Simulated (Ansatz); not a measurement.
Geometry optimisation, RKS PBE0-D4/def2-SVP in Ansatz.

The input (input.yaml):

```yaml
crystal:
  periodic: [false, false, false]
  atoms:
    - { symbol: "N", position_ang: [-0.9546, 0.7171, -0.7674] }
    - { symbol: C, position_ang: [0.3029, 0.3902, -0.2584] }
    - { symbol: Al, position_ang: [0.0814, -0.9886, 1.1569] }
    - { symbol: H, position_ang: [-1.2963, -0.0334, -1.3392] }
    - { symbol: H, position_ang: [-0.863, 1.5416, -1.4717] }
    - { symbol: H, position_ang: [0.795, 1.3, 0.1896] }
    - { symbol: H, position_ang: [0.9769, -0.0013, -1.069] }
    - { symbol: H, position_ang: [0.6474, -2.4527, 0.8243] }
    - { symbol: H, position_ang: [0.3988, -0.5191, 2.7178] }
basis:
  gaussian: { orbitals: def2-SVP }
hamiltonian:
  xc: pbe0
  dispersion: d4
relax:
  f_tol: 0.015
  max_steps: 40
output:
  orbitals: {}
```

Command:

```bash
$ ansatz run input.yaml --threads 1 --pin off --max-ram 2048MiB --backend cpu --events-out ev --progress --plain --runs-dir out
```

Q: Where does it end, and by what steps?

A: The run converged. After 16 steps the energy has fallen by 1.244 eV; H5 moved furthest, 1.30 Å. Joined: N1–Al3.

```tsv
step	energy less start (eV)	largest force component (eV/Å)	accepted
0	0.0000	3.263	yes
1	-0.5148	1.017	yes
2	-0.5927	0.432	yes
3	-0.5933	0.582	yes
4	-0.6537	0.296	yes
5	-0.7400	0.676	yes
6	-0.8627	1.077	yes
7	-1.0507	1.012	yes
8	-1.1669	0.919	yes
9	-1.2062	0.693	yes
10	-1.2170	0.438	yes
11	-1.2364	0.197	yes
12	-1.2373	0.250	yes
13	-1.2424	0.082	yes
14	-1.2434	0.034	yes
15	-1.2435	0.017	yes
16	-1.2435	0.007	yes
```

```xyz
9
Properties=species:S:1:pos:R:3
N -0.726 0.272 -0.487
C 0.776 0.455 -0.389
Al 0.158 -0.804 0.982
H -1.044 -0.139 -1.361
H -1.265 1.118 -0.313
H 1.029 1.499 -0.168
H 1.270 0.134 -1.314
H 0.129 -2.355 0.622
H -0.239 -0.225 2.410
```

Whether the end is a true minimum wasn't checked by a vibrational analysis.

The run took 44 s on 1 thread of Arm Neoverse V1 (shared host), peak memory 0.14 GiB.
